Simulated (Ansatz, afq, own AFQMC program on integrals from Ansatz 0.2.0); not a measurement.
## SiH₂O₂, singlet, reference energies and how methods fare

```xyz
5

O    -1.4552   -0.1045   -0.2789
Si   -0.2173   -0.8052    0.5782
O     1.0336    0.1917    0.0644
H    -1.2144    0.6506   -0.8336
H     1.9033   -0.0062    0.4284
```

Geometry: a PBE0/def2-SVP stationary point, not shown to be a minimum. Basis def2-TZVP. Noble-gas cores (and the filled d shells of Ga–Kr and In–Xe) are frozen. Integrals, coupled cluster, full CI and functionals: Ansatz 0.2.0; the random walks run on the same integrals in our own AFQMC program. The CISD trial takes its coefficients from CCSD amplitudes. Released means that phaseless walkers are propagated on without the constraint, phases kept. Uncertainties: one standard error, sampling alone.

Best estimates are CCSD(T) at the basis-set limit (def2-TZVPP/QZVPP) plus the step from CCSD(T) to the highest rung at hand in def2-TZVP, named in the table (released AFQMC can keep some 10 meV of bias). Fragments are relaxed and keep their bonds. No zero-point, core-correlation or spin–orbit terms. Other levels are in def2-TZVP; a dash marks a level that is missing or breaks spin symmetry for a member.

Cautions: SiH₂O₂ (singlet): the released value is read at 1.50 1/Eh with a noise of 12 meV, more than in the cases checked (meV from the phaseless value at times in 1/Eh: -6 ± 7 at 0.24, -16 ± 6 at 0.51, -8 ± 9 at 0.99, -18 ± 12 at 1.50); SiHO (doublet): its ph-AFQMC/CISD value lies 20 ± 5 meV above CCSDT(Q); SiH₂O₂⁺ (doublet): the released value is read at 0.99 1/Eh with a noise of 11 meV, more than in the cases checked, later times being too noisy (meV from the phaseless value at times in 1/Eh: -9 ± 11 at 0.24, -11 ± 9 at 0.51, -25 ± 11 at 0.99, -56 ± 17 at 1.50).

```
                                      process  r2SCAN (kcal/mol)
Si2–O1 → SiHO (doublet; Si–OH) + HO (doublet)              125.3
             to charge +1, doublet (vertical)              217.9
                                to free atoms              456.7
```

(1) From these values, estimate the best estimates.

(1) 
| process | best estimate (kcal/mol) | highest rung |
| --- | --- | --- |
| Si2–O1 → SiHO (doublet; Si–OH) + HO (doublet) | 130.3 ± 0.3 | released AFQMC |
| to charge +1, doublet (vertical) | 227.4 ± 0.4 | released AFQMC |
| to free atoms | 464.4 ± 0.3 | released AFQMC |

Errors against the best estimates in kcal/mol, in the same order:

```tsv
level	error, 1	error, 2	error, 3
MP2	3.8	-7.4	-7.7
CCSD(T)	-4.4	-3.5	-23.0
ph-AFQMC/CISD	-4.1 ± 0.2	-3.5 ± 0.2	-22.8 ± 0.2
CCSD(T)/CBS	-0.1	0.1	-0.3
PBE	-2.9	-8.7	1.3
r2SCAN	-4.9	-9.5	-7.7
PBE0	-6.2	-5.9	-15.5
B3LYP	-6.8	-3.2	-10.8
wB97M-V	0.2	-2.2	-1.5
B2PLYP	-3.8	-5.5	-11.7
```

Cost at the first geometry (cards were shared with other jobs): PBE0/def2-TZVP, 3.3 s on 1 thread of AMD EPYC 7R13 Processor (Zen 3) (shared host); RCCSD(T)/def2-TZVP, 6 s on 1 × NVIDIA H100 80GB HBM3 with 1 thread of AMD EPYC 7R13 Processor (Zen 3), with other jobs on the host; ph-AFQMC/CISD with release, 5.2 min on 1 × NVIDIA H100 80GB HBM3 with 2 threads of AMD EPYC 7R13 Processor (Zen 3) (shared host).

Best estimates are given only where the step beyond CCSD(T) is under 0.3 eV and no member's determinant is very poor (T1 over 0.05, or 0.07 for open shells, ⟨S²⟩ too high by 0.3, two states mixed), so the hardest cases are missing from such tables.

The functionals ran in a triple-zeta set and keep a basis error of their own, a few kJ/mol for each bond in atomization energies and more for double hybrids, so close places among them and the extrapolated levels can swap.

Each member of a difference takes its own highest rung, so a best estimate needn't equal the limit plus the step of one row. A walk keeps the symmetry of its determinant, which the program's search chose and which needn't be the lowest solution, so a lower state of the same spin and another symmetry isn't excluded. Released energies are given only where the last usable release times agree within the noise; a slower fall can still hide under it.
